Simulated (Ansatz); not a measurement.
## Worked example: HC–N–Si⁺, doublet against HC–N–Si, triplet

Geometry (PBE0/def2-TZVP stationary point of a triplet), kept for both states (HC–N–Si, triplet: A; HC–N–Si⁺, doublet: A):

```yaml
atoms:
  - { symbol: C, position_ang: [0.0000, -0.2037, 0.7974] }
  - { symbol: N, position_ang: [0.0000, -0.1038, -0.4089] }
  - { symbol: Si, position_ang: [0.0000, -0.0870, -2.0856] }
  - { symbol: H, position_ang: [0.0000, 0.3945, 1.6971] }
```

Basis cc-pVDZ; Ansatz 0.2.0. Only valence electrons are correlated (noble-gas cores frozen). R marks a restricted (for open shells ROHF) determinant, U an unrestricted one.

Full CI isn't at hand for all of this; UCCSDT(Q) serves as the reference, and is uncertain by about the last step of the cluster series.

Unrestricted rows (U, and Kohn–Sham where it breaks symmetry) aren't spin-pure: their determinants' ⟨S²⟩ exceeds S(S+1) by up to 0.27, so they mix in states of higher spin.

```json
{"level": "UHF", "E(HC–N–Si, triplet) (hartree)": "-381.746768", "E(HC–N–Si⁺, doublet) (hartree)": "-381.502559"}
{"level": "UMP2", "E(HC–N–Si, triplet) (hartree)": "-382.065961", "E(HC–N–Si⁺, doublet) (hartree)": "-381.817202"}
{"level": "UCCSD(T)", "E(HC–N–Si, triplet) (hartree)": "-382.121979", "E(HC–N–Si⁺, doublet) (hartree)": "-381.866694"}
{"level": "PBE", "E(HC–N–Si, triplet) (hartree)": "-382.590779", "E(HC–N–Si⁺, doublet) (hartree)": "-382.318119"}
{"level": "PBE0", "E(HC–N–Si, triplet) (hartree)": "-382.611719", "E(HC–N–Si⁺, doublet) (hartree)": "-382.340032"}
{"level": "UCCSDT(Q)", "E(HC–N–Si, triplet) (hartree)": "-382.125789", "E(HC–N–Si⁺, doublet) (hartree)": "-381.869820"}
```

Give the vertical gap, HC–N–Si⁺ doublet less HC–N–Si triplet, at each level in eV (1 hartree = 27.2114 eV), and each error against UCCSDT(Q).

UCCSDT(Q): (-381.869820 − (-382.125789)) × 27.2114 = 6.965 eV (the reference)
PBE0: (-382.340032 − (-382.611719)) × 27.2114 = 7.393 eV, error 0.428 eV
PBE: (-382.318119 − (-382.590779)) × 27.2114 = 7.419 eV, error 0.454 eV
UCCSD(T): (-381.866694 − (-382.121979)) × 27.2114 = 6.947 eV, error -0.018 eV
UMP2: (-381.817202 − (-382.065961)) × 27.2114 = 6.769 eV, error -0.196 eV
UHF: (-381.502559 − (-381.746768)) × 27.2114 = 6.645 eV, error -0.320 eV

Total energies of functionals can't be set beside those of wave-function methods, since they hold the core's correlation and their own absolute errors; only the differences compare.

In so small a basis the reference is far from its limit while semilocal and hybrid functionals are nearer theirs, so the functionals' errors here hold much of the reference's basis and frozen-core error, which can add to them or hide them.

Each level lands on the state that its own search finds. T1 diagnostics of restricted CCSD: 0.062 and 0.056.
